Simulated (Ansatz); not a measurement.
**CsCl-type TlBr**

Calculation: PBE (PAW; Ansatz, an electronic-structure program).

Settings: plane-wave cutoff 520 eV, 6×6×6 k mesh, scalar-relativistic PAW data made under PBE.

Cell: measured lattice: a = b = c = 3.9800 Å, α = β = γ = 90.00°.

```yaml
elastic constant C11: 42.4 GPa
elastic constant C12: 17.5 GPa
elastic constant C44: 8.49 GPa
Voigt–Reuss–Hill bulk modulus: 25.8 GPa
Voigt–Reuss–Hill shear modulus (Hill average): 9.90 GPa
young_modulus: 26.3 GPa
poisson_ratio: 0.330
```

Note: the cell isn't this level's own, so it is under some stress, which shifts stiffness and frequencies.

Elastic constants are with the ions relaxed.

Spin–orbit coupling is not included; it can shift volumes and moduli of such heavy elements.

Static lattice: no zero-point or thermal effects.

Computing time: about 27 core-seconds (a rough figure).
